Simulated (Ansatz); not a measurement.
Reaction (substitution at a C–S bond): `CS/C=C(/N)O` + H–F → `N/C(O)=C\F` + CH₃SH

Gas-phase electronic energies from Ansatz, PBE0-D4/def2-TZVP geometries. CCSD(T)/CBS adds triple-zeta CCSD(T) − MP2 to the extrapolated MP2 energy (def2 sets, frozen cores). This one scheme is used for every species. Double bonds are as drawn, so ΔE can hold a change between cis and trans. Functionals use def2-TZVPP. One conformer a species, not always the lowest.

CCSD(T)/CBS gives +22.2 kcal/mol.

(1) Another level gave +21.0 kcal/mol. Which?
A. PBE-D4/def2-TZVPP
B. ωB97X-V/def2-TZVPP
C. r2SCAN/def2-TZVPP
D. MP2/def2-TZVPP

Largest T1 diagnostic among the species: 0.012.

## Answers

(1) C. r2SCAN 21.0, ωB97X-V 19.3, PBE-D4 22.0, MP2/def2-TZVPP 25.8 kcal/mol.

The D4 term adds +3.0 kcal/mol with B3LYP and +1.7 kcal/mol with PBE0; it sums over pairs of atoms, weighted by their polarisabilities, and B3LYP, whose exchange is more repulsive, gets the larger term. In def2-TZVPP, CCSD(T) changes the Hartree–Fock value by +6.3 kcal/mol (the triples alone add +1.4 kcal/mol) and MP2 by +11.5 kcal/mol.

B3LYP here is the variant with VWN-RPA as its local correlation; programs differ in this.
